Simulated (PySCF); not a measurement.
## Structure from NMR data

An unknown has the formula C5H6O. Its calculated NMR data are:

1H NMR (400 MHz, computed): δ 7.24 (d, J = 14.6 Hz, 1H), 4.69 (dd, J = 14.6, 3.6 Hz, 1H), 3.69 (s, 3H), 2.40 (d, J = 3.6 Hz, 1H).

13C{1H} NMR (computed): δ 169.7 (CH), 86.1 (CH), 84.8 (CH), 84.3 (C), 55.8 (CH3).

PySCF 2.14.0 with density-fitted response routines calculation with spin–spin couplings from B3LYP/pcJ-1 (without the spin–dipole term), shieldings: GIAO PBE0/pcSseg-1 and GFN2-xTB structure; no relativistic terms, single conformer, fast rotation and ring inversion assumed for equivalent nuclei, in vacuum.

Scale: 1H (σref 31.72), 13C (σref 186.93) vs TMS (reference shieldings calculated alike).

Which of these isomers gave the spectra?
A. C1=COC=CC1
B. OCC=C1C=C1
C. C#C/C=C/OC

## Answers

C. 

- The formula gives 3 degrees of unsaturation (no ring in the answer).
- 5 carbon signals for 5 carbons: no two carbons are equivalent.
- Carbon types of the structure: 1 × C, 3 × CH, 1 × CH3, which accounts for all hydrogens.
- δC 169.7: alkene carbon bearing oxygen; an sp2 carbon further deshielded by the attached heteroatom.
- δC 86.1: β carbon of an enol-ether or enamine type C=C; the O or N lone pair pushes π density onto this β carbon and shields it.
- δC 84.8: terminal alkyne carbon; sp carbons lie upfield of alkene carbons because the cylindrical π system leaves one tensor component strongly shielded.
- δC 84.3: alkyne carbon; the triple bond shields along its axis, which puts it between sp3 and sp2 carbons.
- δH 2.40: hydrogen on a terminal alkyne carbon; it lies on the axis of the triple bond, in its shielding cone.
- The protons at 4.69 and 7.24 share a coupling of 14.6 Hz (vicinal, trans across C=C).

The others: C1=COC=CC1 would give 3 carbon signals, not 5; OCC=C1C=C1 has carbons computed at 142.7, 142.6, 118.6, 85.9, 69.7, with a different DEPT pattern.

Multiplet labels drop couplings under 1 Hz and merge nearly equal ones. Unscaled 3J(H,H) at this level run about 10 % above measured values. Shifts are as computed. Against solution values, carbons near 30 ppm lie about +3 ppm off and those near 130 ppm about +5 ppm. Of 1211 compounds with measured shifts, 218 miss one by over three times the rms of a fit or turn the order of signals round; such compounds aren't used in these exercises.
